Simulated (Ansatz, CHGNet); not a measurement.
Lattice parameter c (Å) along a series of related solids, from the machine-learned potential CHGNet-r²SCAN (trained on r²SCAN data); PBE-D3(BJ) (Ansatz, a program for electronic structure, PAW).

```csv
solid,CHGNet-r²SCAN,PBE-D3(BJ),measured
hcp Sc,5.306,5.095,5.268‡
hcp Ti,4.741,4.577,4.683‡
hcp Co,4.023,3.996,4.07‡
hcp Zn,5.037,4.788,4.946‡
```

PBE-D3(BJ) less measured, from the printed values: hcp Sc -3.28 %, hcp Ti -2.26 %, hcp Co -1.82 %, hcp Zn -3.19 %.

Members of the series are missing where a level wasn't run or failed, where a doubt is noted on the run or the magnetic state, for phases of high temperature or layered ones, and where values are held back for tests.

Ansatz's runs of these crystals have no spin polarisation, but for hcp Co.

Density-functional runs with spin start from parallel moments for hcp Co.

Ansatz's density-functional and Hartree–Fock values are scalar-relativistic unless marked +SOC, with PAW data made under PBE.

Measured values are for low temperature or corrected to a static lattice; ‡ marks uncorrected values at room or unstated temperature. References as tabulated in Wikipedia's data pages.

Machine-learned potentials (CHGNet-r²SCAN) are trained on DFT data: a solid inside that data is no test of them.
